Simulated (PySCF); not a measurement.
Homolysis of single bonds, series Al Cl-Br. Gas-phase values, no solvent. Strings in code marks are SMILES.

The dipole moment from two functionals at the same geometries (TPSSh-D3(BJ)/def2-TZVP), both in PySCF: PBE-D3(BJ)/def2-TZVP and TPSSh-D3(BJ)/def2-TZVP. 

```json
[
 {"species": "radical fragment (`[Cl]`)", "PBE-D3(BJ)/def2-TZVP (D)": "0.00", "TPSSh-D3(BJ)/def2-TZVP (D)": "0.00"},
 {"species": "radical fragment (`[Al]([Cl])[Cl]`)", "PBE-D3(BJ)/def2-TZVP (D)": "1.36", "TPSSh-D3(BJ)/def2-TZVP (D)": "1.45"},
 {"species": "radical fragment (`[Br]`)", "PBE-D3(BJ)/def2-TZVP (D)": "0.00", "TPSSh-D3(BJ)/def2-TZVP (D)": "0.00"},
 {"species": "whole molecule (`[Cl][Al]([Br])[Br]`)", "PBE-D3(BJ)/def2-TZVP (D)": "0.19", "TPSSh-D3(BJ)/def2-TZVP (D)": "0.17"}
]
```

Over these rows, drawn at random from the members with no instability flagged (it was tested for open shells, ions and some series alone), PBE minus TPSSh-D3(BJ): mean -0.02 D, from -0.09 D to +0.01 D.
